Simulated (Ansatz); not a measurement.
Results of PBE0 in Ansatz (PAW) for solid iodine.

Numerical settings: plane-wave cutoff 460 eV, 6×6×4 k mesh (along the axes of the cell as run), Fermi–Dirac smearing 0.01 eV, scalar-relativistic PAW data made under PBE.

Cell (relaxed at this level):

```yaml
crystal:
  lattice:
    - [2.38316, -4.19276, 0.00000]
    - [2.38316, 4.19276, 0.00000]
    - [0.00000, 0.00000, 9.90014]
  atoms:
    - { symbol: I, position: [0.85496, 0.85496, 0.88237] }
    - { symbol: I, position: [0.64504, 0.64504, 0.38237] }
    - { symbol: I, position: [0.35496, 0.35496, 0.61763] }
    - { symbol: I, position: [0.14504, 0.14504, 0.11763] }
```

Task: Give the computed band gap and smallest direct gap on the k points sampled.

Result: 
band gap: 2.81 eV
smallest direct gap on the k points sampled: 2.88 eV

Note: the cell comes from a level without a dispersion term, which matters for the spacing of layers, chains or molecules.

Spin–orbit coupling is not included; with these elements it can move the gap by several tenths of an eV or more.

Static lattice: no zero-point or thermal effects.

Cost on a shared machine: very roughly 4 core-hours.

Ansatz is a first-principles code.
